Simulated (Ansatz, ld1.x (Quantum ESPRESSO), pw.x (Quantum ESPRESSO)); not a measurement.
**What a changed setting does to a pw.x run (bcc Al)**

Potential: norm-conserving Troullier–Martins (Kleinman–Bylander form), ld1.x (Quantum ESPRESSO) 7.5, PBEsol; core [Ne], reference 3s1.5 3p1.5; waves: 3p (bound): rc 2.18 bohr; 3d channel at 0.25 Ry: rc 1.85 bohr; 3s (bound): rc 2.10 bohr; local part: the s channel; core correction: none.

The reference run (k-mesh 14³, cutoffs 35/140 Ry, Fermi–Dirac 0.01 Ry, mixing_beta 0.4, conv_thr 1e-9, no spin) gives -0.24 GPa at 16.575 Å³/atom, where all-electron LAPW gives 0.16 GPa. This run, with its own iteration cap, changes ecutrho/ecutwfc to 6.

```
&control
  calculation='scf', prefix='x', pseudo_dir='./', outdir='./tmp', tstress=.true., disk_io='none'
/
&system
  ibrav=0, nat=1, ntyp=1, ecutwfc=35, ecutrho=210, nbnd=8,
  occupations='smearing', smearing='fd', degauss=0.01
/
&electrons
  conv_thr=1e-09, mixing_beta=0.4, electron_maxstep=60
/
ATOMIC_SPECIES
Al 1.0 Al.UPF
CELL_PARAMETERS angstrom
  -1.60619344 1.60619344 1.60619344
  1.60619344 -1.60619344 1.60619344
  1.60619344 1.60619344 -1.60619344
ATOMIC_POSITIONS crystal
Al 0.0000 0.0000 0.0000
K_POINTS automatic
14 14 14 0 0 0
```

```bash
pw.x < Al.scf.in > Al.scf.out
```

How does the run end?

It converges in 6 iterations; the free energy moves by +0.0 meV/atom and the pressure by +0.00 GPa. The result is that of the reference run.

```
Message from routine setup:
     no reason to have ecutrho>4*ecutwfc
     Message from routine setup:
     using ibrav=0 with symmetry is DISCOURAGED, use correct ibrav instead
     lattice parameter (alat)  =       5.2572  a.u.
     unit-cell volume          =     111.8536 (a.u.)^3
     number of electrons       =         3.00
     number of Kohn-Sham states=            8
     kinetic-energy cutoff     =      35.0000  Ry
     charge density cutoff     =     210.0000  Ry
     scf convergence threshold =      1.0E-09
     Exchange-correlation= PBESOL
     number of k points=   104  Fermi-Dirac smearing, width (Ry)=  0.0100
     iteration #  1     ecut=    35.00 Ry     beta= 0.40
     total energy              =      -4.16160585 Ry
     estimated scf accuracy    <       0.00299993 Ry
     iteration #  2     ecut=    35.00 Ry     beta= 0.40
     total energy              =      -4.16159229 Ry
     estimated scf accuracy    <       0.00098947 Ry
     iteration #  3     ecut=    35.00 Ry     beta= 0.40
     total energy              =      -4.16161928 Ry
     estimated scf accuracy    <       0.00000150 Ry
     iteration #  4     ecut=    35.00 Ry     beta= 0.40
     total energy              =      -4.16161987 Ry
     estimated scf accuracy    <       0.00000060 Ry
     iteration #  5     ecut=    35.00 Ry     beta= 0.40
     total energy              =      -4.16161988 Ry
     estimated scf accuracy    <          1.9E-09 Ry
     iteration #  6     ecut=    35.00 Ry     beta= 0.40
     the Fermi energy is     7.8199 ev
!    total energy              =      -4.16161988 Ry
     estimated scf accuracy    <          7.2E-11 Ry
     smearing contrib. (-TS)   =      -0.00173045 Ry
     The total energy is F=E-TS. E is the sum of the following terms:
     one-electron contribution =       2.82907000 Ry
     hartree contribution      =       0.00493153 Ry
     xc contribution           =      -1.59846527 Ry
     ewald contribution        =      -5.39542569 Ry
     convergence has been achieved in   6 iterations
          total   stress  (Ry/bohr**3)                   (kbar)     P=       -2.35
     Message from routine punch:
     Nothing written, as per user request (disk_io='none')
```

The run took about 3.4 s on one core of a shared host (Neoverse-N1, 64 threads, 498 GiB, load 27).
